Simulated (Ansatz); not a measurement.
AlMe2H (C2H7Al). The state is a singlet with charge 0. Geometry r2SCAN-D4/def2-TZVP, basis def2-TZVP, Ansatz.

| run | HOMO (eV) | LUMO (eV) |
| --- | --- | --- |
| A | -10.03 | 0.69 |
| B | -6.77 | -1.26 |
| C | -6.37 | -1.54 |
| D | -6.63 | -1.86 |
| E | -6.86 | -1.49 |
| F | -8.96 | -0.13 |

The runs used B97M-V, BHLYP, BLYP, LDA (SPW92), r2SCAN, ωB97M-V. Estimate which is which.

A ωB97M-V (range-separated); B r2SCAN (0 % exact exchange); C BLYP (0 % exact exchange); D LDA (SPW92) (0 % exact exchange); E B97M-V (0 % exact exchange); F BHLYP (50 % exact exchange). Exact exchange lowers occupied and raises empty levels; among semilocal functionals meta-GGAs tend to open the gap a little, and such runs are hard to tell apart. The gap grows from 4.77 eV (LDA (SPW92)) to 10.71 eV (ωB97M-V).
